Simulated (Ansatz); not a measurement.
Reaction (hydrogen abstraction from the Al–H bond): `[F][AlH][F]` + Cl• → `[F][Al][F]`• + HCl

Isolated molecules relaxed with PBE0-D4/def2-TZVP in Ansatz; ΔE leaves out vibrations. CCSD(T)/CBS is extrapolated from def2-TZVPP and def2-QZVPP, frozen cores. DFT in def2-TZVPP. HSE06 is defined as in plane-wave codes. Open shells (•) are unrestricted, without spin–orbit coupling. Spin–orbit coupling would lower the free atoms: a little for Cl.

`[F][AlH][F]`:

Cartesian coordinates in Å:
```
F -0.431 -0.015 -1.564
Al 0.010 -0.027 0.015
F -0.045 1.388 0.838
H 0.467 -1.345 0.711
```

`[F][Al][F]`•:

Z-matrix (Å, degrees):
```
Al
F 1 1.647
F 1 1.647 2 119.7
```

HCl:

```xyz
2

Cl   -0.345   -0.511   -0.170
H     0.345    0.511    0.170
```

```tsv
level	ΔE (kJ/mol)	difference from CCSD(T)/CBS
B97M-V	-68.7	5.5
PBE0-D4	-86.0	-11.8
r2SCAN0-D4	-78.8	-4.6
BHLYP-D4	-55.3	18.9
CAM-B3LYP-D4	-67.6	6.6
B2PLYP	-70.8	3.4
r2SCANh	-84.4	-10.2
HSE06	-86.2	-12.0
BHLYP	-55.2	19.0
CAM-B3LYP	-67.6	6.6
LC-ωPBE	-76.5	-2.3
RPA@PBE/def2-TZVPP	-49.6	24.6
MP2/def2-SVP	-57.0	17.2
MP2/def2-QZVPP	-88.7	-14.5
SCS-MP2/def2-QZVPP	-71.9	2.3
CCSD/def2-QZVPP	-64.1	10.1
CCSD(T)/CBS	-74.2	0
```

Largest T1 diagnostic among the species: 0.015.

From BLYP to BHLYP (50 % exact exchange), in def2-TZVPP and without D4, ΔE moves by +22.3 kJ/mol. In def2-TZVPP, CCSD(T) changes the Hartree–Fock value by −33.9 kJ/mol (the triples alone add −6.5 kJ/mol) and MP2 by −52.3 kJ/mol. Leaving LDA and LC-ωPBE aside and taking each functional with its dispersion term where it has one, the values, not all of them listed here, spread over 42.3 kJ/mol, from PBE-D4 to BHLYP-D4. LDA lies −23.8 kJ/mol from PBE without D4.

CCSD(T)/CBS has its own doubt, a few kJ/mol and more with outer-core shells, so smaller differences from it don't rank the levels.
